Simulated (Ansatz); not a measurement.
**NH3 (triplet): from Hartree-Fock to the top rungs, aug-cc-pVDZ**

How much of the correlation energy of NH3 (triplet) does each wave-function method recover here?

Program: Ansatz 0.2.0, Gaussian basis. Level of theory: aug-cc-pVDZ, core rule «outside noble gas», up to 1 orbitals frozen. These are calculated values, not measurements.

Plan: UHF; CCSD(T) on ROHF; CCSD(T) on UHF; BCCD(T) on ROHF; CISD as a restricted active space (open shells left free, so some higher excitations enter); CCSDT(Q) on ROHF; CCSDT(Q) on UHF; CASSCF and MRCISD+Q, 8 electrons in 7 orbitals; CASSCF and NEVPT2, 8 electrons in 7 orbitals.

26 further runs of the same task are left out: 7 for a known fault of the program, 9 that didn't finish, 10 set aside as unsound or not needed. Runs told in other sessions of the task aren't counted.

### Step 1. What is computed

The geometry is a PBE0/def2-TZVPD stationary point (not a proven minimum) of the parent state, kept for this charge and spin.

4 atoms, charge 0, spin multiplicity 3.

Atoms are counted from 1 here; the program's logs count them from 0.

Bond lengths: N1–H2 1.023 Å, N1–H3 1.023 Å, N1–H4 1.023 Å. Angles: H2–N1–H3 105.5°, H2–N1–H4 105.5°, H3–N1–H4 105.5°.

### Step 2. UHF

in.yaml reads:

```yaml
crystal:
  periodic: [false, false, false]
  atoms:
    - {symbol: N, position_ang: [0.001986, 0.002583, -0.071414]}
    - {symbol: H, position_ang: [0.931127, -0.002562, 0.357291]}
    - {symbol: H, position_ang: [-0.488328, 0.797474, 0.346746]}
    - {symbol: H, position_ang: [-0.470402, -0.830804, 0.288354]}
basis:
  gaussian: {orbitals: aug-cc-pVDZ}
magnetization: {spin_polarized: true, initial_magnetization: 2}
hamiltonian: {xc: hf}
output: {orbitals: {seedname: orbitals}}
```

Started as:

```sh
$ ansatz run in.yaml --threads 1 --pin off --events-out ev --progress --plain --max-ram 2393MiB
```

The runs that follow: CCSD(T) on ROHF; CCSD(T) on UHF; BCCD(T) on ROHF; CISD as a restricted active space (open shells left free, so some higher excitations enter); CCSDT(Q) on ROHF; CCSDT(Q) on UHF; CASSCF and MRCISD+Q, 8 electrons in 7 orbitals; CASSCF and NEVPT2, 8 electrons in 7 orbitals.

**Question.** What will the summary of the whole plan be? Wanted: UCCSDT(Q) from the RHF energy; RMP2 from UCCSDT(Q); UMP2 from UCCSDT(Q); RCCSD from UCCSDT(Q); RCCSD(T) from UCCSDT(Q); UCCSD(T) from UCCSDT(Q); RCCSDT(Q) from UCCSDT(Q); NEVPT2 valence from UCCSDT(Q); MRCISD+Q valence from UCCSDT(Q).

**Answer**, as computed:

| quantity | value |
| --- | --- |
| UCCSDT(Q) from the ROHF energy | -5.1896 eV |
| RMP2 from UCCSDT(Q) | +711.7 meV |
| UMP2 from UCCSDT(Q) | +715.3 meV |
| RCCSD from UCCSDT(Q) | +140.3 meV |
| RCCSD(T) from UCCSDT(Q) | +21.3 meV |
| UCCSD(T) from UCCSDT(Q) | +21.1 meV |
| RCCSDT(Q) from UCCSDT(Q) | +0.5 meV |
| NEVPT2 valence from UCCSDT(Q) | +881.3 meV |
| MRCISD+Q valence from UCCSDT(Q) | +35.2 meV |
| levels within 1 kcal/mol (43 meV) | RCCSD(T), UCCSD(T), BCCD(T), RCCSDT, UCCSDT, RCCSDT(Q), MRCISD+Q valence |
| T1 diagnostic | 0.022 |
| effectively unpaired electrons | 2.01 |

RCCSD(T) lands +21.3 meV from the yardstick (0.4 % of the correlation energy). One determinant dominates. Of the multireference levels listed MRCISD+Q valence comes nearest in total energy (+35.2 meV), which doesn't show that its space is the better one. These misses are within one basis, not against nature; the frozen cores of restricted and unrestricted runs differ, which can shift their rows.

With open shells the CI space here admits some higher excitations, so it is larger than plain CISD.
